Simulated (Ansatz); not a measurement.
Process, species as SMILES: ClCl (Cl2) → 2 Cl atom
B3LYP-D3(BJ)/def2-TZVP geometries, fixed; electronic energies without zero-point terms.
Largest species:
```xyz
2

Cl     0.0000     0.0000    -1.0068
Cl     0.0000     0.0000     1.0068
```

Core correlation in the atomisation energy at CCSD(T) with Ansatz (a program for electronic structure), in kcal/mol: frozen core against 1s of Al to Cl frozen alone. Open shells are unrestricted.

```csv
basis,"functions, most",frozen core
cc-pV(D+d)Z,46,43.43
cc-pCVDZ,54,42.15
cc-pV(T+d)Z,78,53.25
cc-pwCVTZ,118,53.61
cc-pCVTZ,118,53.33
cc-pV(Q+d)Z,128,56.68
```

Question: How large is the core term in each set?

Answer: The largest core-valence set, cc-pCVTZ, gives a core term of 0.32 kcal/mol; the valence set cc-pV(Q+d)Z, which lacks functions for the core, gives 0.60. By row: cc-pV(D+d)Z 0.49, cc-pCVDZ 0.37, cc-pV(T+d)Z 1.20, cc-pwCVTZ 0.30, cc-pCVTZ 0.32, cc-pV(Q+d)Z 0.60.
